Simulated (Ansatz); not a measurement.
Compare A (`CC(=O)C(F)F`) with its isomer B (`FC(F)C1CO1`).

Gas-phase electronic energies from Ansatz, PBE0-D4/def2-TZVP geometries. CCSD(T)/CBS adds triple-zeta CCSD(T) − MP2 to the extrapolated MP2 energy (def2 sets, frozen cores). DFT in def2-TZVPP. B3LYP here is the variant with VWN-RPA as its local correlation; programs differ in this. Each species was taken in one conformer, which may not be the lowest.

**Question.** Which isomer does CCSD(T)/CBS put lower? Give the gap. (An estimate is asked.)

**Answer.** The calculation gave: A, by 104.0 kJ/mol.

**Question.** Give E(B) − E(A) in kJ/mol with B3LYP-D4, CCSD/def2-TZVPP, B2PLYP, r2SCAN-D4, MP2/def2-TZVPP, CCSD(T)/def2-TZVPP, CCSD(T)/def2-SVP. (Estimate.)

**Answer.** Ansatz gave: B3LYP-D4 112.6, CCSD/def2-TZVPP 104.1, B2PLYP 109.8, r2SCAN-D4 101.9, MP2/def2-TZVPP 99.8, CCSD(T)/def2-TZVPP 104.3, CCSD(T)/def2-SVP 118.1. None reverses the order clearly.

**Question.** Does the order hold for the free energy at 298.15 K (harmonic terms from PBE0-D4)? (Best estimate.)

**Answer.** Ansatz gave: Yes: G(B) − G(A) = +113.4 kJ/mol, for one conformer each. Modes under 60 cm⁻¹, often nearly free rotors, make the harmonic entropy too high.

Largest T1 diagnostic: 0.013.

At CCSD(T), def2-SVP lies +14.1 kJ/mol from the extrapolated value and def2-TZVPP +0.4 kJ/mol. In def2-TZVPP, CCSD(T) changes the Hartree–Fock value by −15.1 kJ/mol (the triples alone add +0.2 kJ/mol) and MP2 by −19.6 kJ/mol.
